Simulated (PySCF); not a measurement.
The group X on ethyl-X is varied. Isolated molecules, 0 K electronic values unless said otherwise. One relaxed conformer stands for each flexible species; it need not be the lowest. Strings in code marks are SMILES.

All values below come from PBE-D3(BJ)/def2-TZVP // B3LYP-D3(BJ)/def2-TZVP (PySCF 2.14.0). All candidates: neutral, multiplicity 1. Excitations are Tamm–Dancoff values on a coarser integration grid. The basis has no diffuse functions, so Rydberg states are missing or too high.

* **T1 excitation (TDA)**: 6.20 eV
* **HOMO**: -6.88 eV
* **HOMO–LUMO gap**: 6.58 eV

**Question.** Identify which member has these values.
A. `CCC(N)=O` (C–C–C–O torsion 25°)
B. `C#CCC`
C. `CCB(O)O`
D. `CCCl`

**Answer.** D, `CCCl`. The others give `C#CCC`: 5.48 eV, -6.44 eV, 6.49 eV; `CCB(O)O`: 6.99 eV, -7.21 eV, 7.09 eV; `CCC(N)=O` (C–C–C–O torsion 25°): 5.00 eV, -5.66 eV, 5.30 eV
